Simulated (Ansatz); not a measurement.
Species: CHO, net charge 0, doublet state. It need not be the lowest isomer of its formula. SMILES: [CH]=O
Coordinates optimised at B3LYP-D3(BJ)/def2-TZVP (Ansatz, a first-principles code):
```xyz
3

C      0.0497     0.5837    -0.0011
O      0.0741    -0.5878    -0.0009
H     -0.8911     1.2003     0.0145
```
Charge 0, spin multiplicity 2.

Parts of the frozen-core correlation energy in cc-pVDZ (Ansatz, hartree). Frozen orbitals: 2; correlated occupied orbitals by spin: 6 and 5; virtual: 25 and 26. UHF or UKS for open shells. No spin-orbit coupling. Non-relativistic.

```tsv
term	value
reference (HF)	-113.25918
MP2 opposite-spin	-0.21660
MP2 same-spin	___
CCSD correlation	___
(T)	___
CCSDT minus CCSD(T)	-0.00068
CCSDT(Q) minus CCSD(T)	-0.00178
T1 diagnostic	0.023
largest doubles amplitude	0.098
<S^2> of the reference	0.763
```

Task: Fill in the missing entries.

Result: 
- MP2 same-spin, value: -0.07797
- CCSD correlation, value: -0.30614
- (T), value: -0.01032
